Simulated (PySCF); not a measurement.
Compound: C4H7O2 (charge -1).
Geometry (GFN2-xTB, Å), atoms numbered from 1 in this order:
```
atom  x, y, z in Å
C1     2.1336    0.6204   -0.1036
O2     1.1430    0.9294   -1.0440
C3    -0.0798    0.2243   -0.8150
C4    -0.6864    0.0466    0.3859
C5    -1.9965   -0.7778    0.3321
O6    -0.3073    0.4509    1.5328
H7     2.9368    1.3555   -0.2190
H8     2.5485   -0.3901   -0.2685
H9     1.7210    0.6680    0.9096
H10   -0.4676   -0.1914   -1.7373
H11   -2.7948   -0.2176    0.8202
H12   -2.2922   -1.0057   -0.6911
H13   -1.8627   -1.7120    0.8802
```

The geometry is computed with GFN2-xTB (gas phase).

Take the most abundant isotopes and a rigid rotor. The values belong to one conformer with, in the numbering `[CH3:1][O:2]/[CH:3]=[C:4](/[CH3:5])[O-:6]`, C1–O2–C3–C4 44°.

Question: What are A, B and C (cm⁻¹)?

Answer: Ia = 66.89, Ib = 209.92, Ic = 258.71 u·Å²; 505379 MHz·u·Å²/I gives 7556, 2407 and 1953 MHz, that is A = 0.25203, B = 0.08030, C = 0.06516 cm⁻¹.

Question: Classify the top.

Answer: An asymmetric top: κ = (2 × 2407 − 7556 − 1953)/(7556 − 1953) = -0.84.

Question: Is it planar, by Δ = Ic − Ia − Ib?

Answer: Not planar: Δ = Ic − Ia − Ib = -18.09 u·Å². For a rigid frame Δ = −2 Σ m c², so Σ m c² = 9.05 u·Å² lies off the ab plane: 4.06 from hydrogen and 4.99 from heavier atoms. The atom farthest from that plane is 1.47 Å away.

Question: Give the other two planar moments, Paa and Pbb, and the rms extents of the mass along the axes.

Answer: Paa = Σ m a² = (Ib + Ic − Ia)/2 = 200.87 and Pbb = Σ m b² = (Ia + Ic − Ib)/2 = 57.84 u·Å². With the mass M = 87.04 u, the rms extents √(P/M) along a, b and c are 1.52, 0.82, 0.32 Å.

Question: Estimate the classical rotational partition function at 50 K, 298.15 K and 500 K.

Answer: Point group C1, symmetry number σ = 1; q = (√π/σ)·√((kT/h)³/(ABC)), k/h = 20836.6 MHz/K: 10000 at 50 K, 146000 at 298.15 K, 316000 at 500 K.

No frequency check. Zero-point vibration and centrifugal distortion are left out.
